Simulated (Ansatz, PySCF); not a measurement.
System: C2H2Cl, charge 0, doublet. C2H2Cl (SMILES C=[C]Cl, doublet).
B3LYP-D3(BJ)/def2-TZVP minimum from Ansatz (a program for electronic structure):
```
C
C 1 1.3086
H 1 1.0829 2 120.27
H 1 1.0879 3 117.72 2 -180.00
Cl 2 1.6767 1 135.19 3 -180.00
```
Charge 0, spin multiplicity 2.

Atomisation energy term by term, kcal/mol (programs: Ansatz). UHF or UKS for unpaired electrons; spin-orbit terms are left out. Correlated methods leave the cores frozen. Rows without X2C or -DK are non-relativistic. CBS(X,Y): correlation extrapolated as X^-3, Hartree-Fock from the larger set (Q,5: extrapolated as (X+1)exp(-9√X)). A bracket is a step between two methods taken in the basis named. '+ core + X2C': CCSD(T) terms for core correlation (cc-pwCVTZ, 1s frozen past Ne) and scalar relativity (cc-pVTZ-DK). For partners of very few electrons the exact lower level stands in for a higher one. The UHF reference of C2H2Cl (C=[C]Cl, doublet) is spin-contaminated (<S^2> up to 0.21 over the pure value in the sets run).

```
term                                                          basis  kcal/mol
-----------------------  ------------------------------------------  --------
Hartree-Fock                           CBS(cc-pV(Q+d)Z,cc-pV(5+d)Z)    309.77
CCSD correlation                       CBS(cc-pV(Q+d)Z,cc-pV(5+d)Z)    106.33
(T)                                    CBS(cc-pV(Q+d)Z,cc-pV(5+d)Z)     10.04
CCSDT(Q) - CCSD(T)                                      cc-pV(D+d)Z      1.00
core correlation                                          cc-pwCVTZ      2.29
scalar relativity                                   X2C, cc-pVTZ-DK     -0.51
minus zero-point energy  Hessian by PySCF at B3LYP-D3(BJ)/def2-TZVP    -18.36
sum: D0                                                                 410.6
```
